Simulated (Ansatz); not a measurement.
A made-up structure of C2H2Li (charge +1), singlet:

```
atom    x (Å)    y (Å)    z (Å)
 Li1  -1.9549   0.5386  -0.6870
  C2  -0.4264   0.1165  -0.1497
  C3   0.5148  -0.1421   0.1809
  H4   0.6573  -1.2297   0.3534
  H5   1.2093   0.7166   0.3024
```

It is relaxed with PBE-D4/def2-SVP and then PBE0-D4/def2-TZVP (Ansatz 0.2.0). Atoms count as bonded within 1.22 times the sum of their covalent radii (H–H: 0.88 Å). The end point is not checked to be a true minimum.

Does its bonding change? (Judge from chemistry; the calculation decides.)

By the calculation: No: no bond forms or breaks.

Where it ends: The first stage lowers the energy by 4.86 eV in 6 steps. It ends as C₂H₂Li ([Li][C][CH2]), total charge +1:
```xyz
5
angstrom
Li -2.4137 0.6645 -0.8479
C -0.5262 0.1447 -0.1849
C 0.6357 -0.1751 0.2233
H 0.8963 -1.2180 0.4283
H 1.4079 0.5840 0.3812
```

Labels in which every atom is bracketed show which atoms are joined, not bond orders.

For scale, one of the runs: PBE0-D4/def2-TZVP relaxation, 88 basis functions, launched by `ansatz run in.yaml --threads 2 --pin off --events-out ev --progress --plain --max-ram 4352MiB`. Hardware: 2 CPU threads of an AMD EPYC 9R45, shared host. Wall time about 2.6 s.
